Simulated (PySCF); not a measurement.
Dipole moment and polarisability of `Clc1cnn[nH]1`

Compound: C2H2ClN3.
SMILES with atom numbers: `[Cl:1][c:2]1[cH:3][n:4][n:5][nH:6]1` (hydrogens: H7 on C3; H8 on N6)

Cartesian coordinates in Å at the PBE0-D3(BJ)/def2-SVP level; atoms count from 1:
```xyz
8
C2H2ClN3 angstrom
Cl     0.7420    2.1088    0.7932
C      0.2455    0.6065    0.1799
C      0.5377   -0.0784   -0.9791
N     -0.1481   -1.2468   -0.9499
N     -0.8345   -1.3244    0.1395
N     -0.6088   -0.2118    0.8350
H      1.1864    0.2077   -1.8025
H     -1.0528   -0.0631    1.7342
```

Level: wB97X-D/def2-SVPD (PySCF), static field, nuclei fixed, core orbitals frozen in the response. The polarisability tensor in these axes (au):

```
x   46.24 10.91 -5.37
y   10.91 65.59  9.36
z   -5.37  9.36 55.02
```

Task: Diagonalise the tensor; give its mean and Δα, where Δα² is half the sum of the squared differences of the eigenvalues.

Result: Principal values 36.84, 56.95 and 73.06 au; mean 55.62 au = 8.24 Å³ = 9.17 × 10⁻⁴⁰ C²·m²/J; Δα = 31.43 au (57 % of the mean).

Task: What is the dipole moment, and where does it point?

Result: (0.37, 2.68, 1.96) D, 3.34 D in size, pointing from the negative to the positive side. Measured along this direction, the outermost atoms are N4 at the negative end and Cl1 at the positive end.

Task: How large is μ²/3kT at 350 K beside α?

Result: In Gaussian units μ²/3kT = 77.05 Å³ against 8.24 Å³, a ratio of 9.35; the Debye molar polarisation (4π/3)N_A(α + μ²/3kT) is 215.1 cm³/mol, leaving out the vibrational part.

Task: What depolarisation ratio follows for Rayleigh scattering of linearly polarised light, taking the static tensor?

Result: ρ = 3Δα²/(45ᾱ² + 4Δα²) = 2964.2/(139198 + 3952.3) = 0.0207.

Task: Directions of the eigenvectors, and the extent of the frame along each?

Result: Largest value along (0.28, 0.88, 0.37), where the nuclei span 3.87 Å; middle along (-0.57, -0.16, 0.81), 4.17 Å; least along (0.77, -0.44, 0.46), 0.00 Å. The strongest response doesn't lie along the longest of the three spans.

Geometry: PBE0-D3(BJ)/def2-SVP; no solvent, vibrations or thermal averaging.
